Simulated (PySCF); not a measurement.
Compound: C5H7N.
Bonds: C1–N2 (double), N2–C3, C3–C4 (double), C4–C5, C5–C6, C3–C6. Hydrogens: H7, H8 on C1; H9 on C4; H10, H11 on C5; H12, H13 on C6.

Computed, not measured: PBE0-D3(BJ)/def2-SVP geometry optimisation, gas phase (PySCF 2.14.0).

(1) What internal coordinates does the optimisation give?

Results:

(1) 
```csv
bond,length (bohr),order
C1=N2,2.404,double
N2–C3,2.604,single
C3=C4,2.549,double
C4–C5,2.848,single
C5–C6,2.944,single
C3–C6,2.873,single
C1–H7,2.091,single
C1–H8,2.075,single
C4–H9,2.064,single
"C5–H10, C5–H11",2.084,single
"C6–H12, C6–H13",2.083,single
```

Bonds in one row agree within 0.02 bohr and their mean is given. Orders are formal, as drawn. A selection of angles:
```csv
angle,degrees
N2–C1–H7,123.5
N2–C1–H8,119.4
H7–C1–H8,117.1
C1–N2–C3,118.5
N2–C3–C4,131.5
N2–C3–C6,134.2
C4–C3–C6,94.4
C3–C4–C5,93.6
C3–C4–H9,133.0
C5–C4–H9,133.5
C4–C5–C6,86.9
C4–C5–H10,115.7
C6–C5–H10,114.7
H10–C5–H11,108.2
C5–C6–H12,114.9
C3–C6–C5,85.2
C3–C6–H12,115.9
H12–C6–H13,108.7
```

Torsions: C1–N2–C3–C4 180° (antiperiplanar); N2–C3–C4–C5 180° (antiperiplanar); C3–C4–C5–C6 0° (synperiplanar); C4–C5–C6–C3 0° (synperiplanar); N2–C3–C6–C5 180° (antiperiplanar).

The 4-membered ring C3–C4–C5–C6 has internal angles of 85.2° to 94.4° (sum 360°, against 360° for a flat polygon); it is planar, 0.00 Å rms from its mean plane, widest ring torsion 0°. Of the pairs four or more bonds apart, C6···H7 is among the closest relative to their van der Waals radii: 2.72 Å, 94 % of the sum of Bondi's values. The 6 heavy atoms lie in one plane (0.000 Å rms). The 2 C–N bonds span 1.272 Å (C1=N2, drawn double) to 1.378 Å (N2–C3, drawn single), a spread of 0.106 Å. The 4 C–C bonds span 1.349 Å (C3=C4, drawn double) to 1.558 Å (C5–C6, drawn single), a spread of 0.209 Å.

Point group: Cs (every atom within 0.08 Å of its image). PBE0-D3(BJ)/def2-SVP frequencies: not computed here. One conformer, not necessarily the lowest.
